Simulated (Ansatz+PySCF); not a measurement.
Results of a calculation; reference values are marked as such.
Several solutions for singlet CH₃Cl

```
atom    x (Å)    y (Å)    z (Å)
   C   0.0000   0.0000  -1.1193
  Cl   0.0000   0.0000   0.6560
   H   0.0000  -1.0366  -1.4786
   H  -0.8977   0.5183  -1.4786
   H   0.8977   0.5183  -1.4786
```

Basis set: def2-SVP (spherical functions). Charge 0, multiplicity 1.

CASSCF(2,2) was run from several starts with Ansatz (development build ahead of 0.2.0) and PySCF 2.14.0. The starts are those of the Hartree–Fock orbitals from which the active space was taken at the frontier.

```tsv
run	program	start	converged	energy (hartree)	<S²>
A	PySCF	program defaults	yes	-498.94221	0.00
B	Ansatz	atomic start, no search	yes	-498.94221	0.00
C	Ansatz	search for the lowest state	yes	-498.95141	0.00
D	Ansatz	stability test followed	yes	-498.94221	0.00
```

(1) Which runs reached the lowest solution of this kind, and what is wrong with the others?

## Answers

(1) C reached the lowest solution found. Converged but too high: A by 0.25 eV, B by 0.25 eV, D by 0.25 eV. Convergence only shows a stationary point; in CASSCF the end hangs on which orbitals enter the active space. Caution: other starts end on other solutions of this active space.
